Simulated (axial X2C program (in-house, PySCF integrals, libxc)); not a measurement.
Values are calculated unless marked as measured or tabulated.
## LiNa⁺: input and output

Program: an in-house relativistic program for diatomic molecules.

Input:
```json
{"zs": [11, 3], "q": 1, "bas": ["dyall-cv3z", "dyall-cv3z"], "levels": ["PBE0", "HF", "B97-3"], "cc": true, "r0": 2.88, "thr": -2.0, "nmax": 90, "npts": 10, "nst": 2, "ntry": 6}
```
```bash
python so2c.py task.json out
```

Keys: zs atomic numbers; q charge; bas basis sets; levels methods; cc coupled cluster on or off; r0 starting distance in Å; thr threshold in hartree for freezing inner shells (an s shell follows its p shell); nmax most natural virtual spinors; npts points on the curve; nst determinants followed; ntry starts of the search. HF also brings MP2.

Output of the HF step, with spin–orbit coupling, at R = 3.378 Å for the state Ω = 1/2. It starts from PBE0 orbitals of this distance.

```
two-component X2C + atomic mean field  HF
basis functions 113  fitting functions 510  grid points 4370
iter        total energy     max residual
   1       -169.332999885     2.53e-02
   2       -169.338109289     3.34e-03
   3       -169.338285800     1.04e-03
   4       -169.338313646     5.15e-04
   5       -169.338320521     2.90e-04
   6       -169.338323238     7.41e-05
   7       -169.338323441     1.63e-05
   8       -169.338323457     5.06e-06
   9       -169.338323458     1.18e-06
converged
one-electron -245.59904509  Coulomb 86.84209728  exact exchange -15.73581701  xc functional 0.00000000  nuclear repulsion 5.16958199  atomic mean-field constant -0.01514063
correlated 9  virtual 195  natural virtual 59  E(MP2) -0.270397840  MP2 remainder -0.003856532
iter   CCSD correlation   residual
   1     -0.269115294   2.76e-02
   2     -0.271018876   6.34e-03
   3     -0.271229865   1.52e-03
   4     -0.271210124   1.86e-04
   5     -0.271210799   2.75e-05
   6     -0.271210777   5.41e-06
   7     -0.271210764   7.33e-07
(T) -0.003242323  T1 0.0056  D1 0.0073  max T2 0.020
```
Energies are in hartree; totals compare only within one Hamiltonian and basis. T1 in the output is the amplitude norm over the root of the electron number; divide by √2 for the Lee–Taylor value.
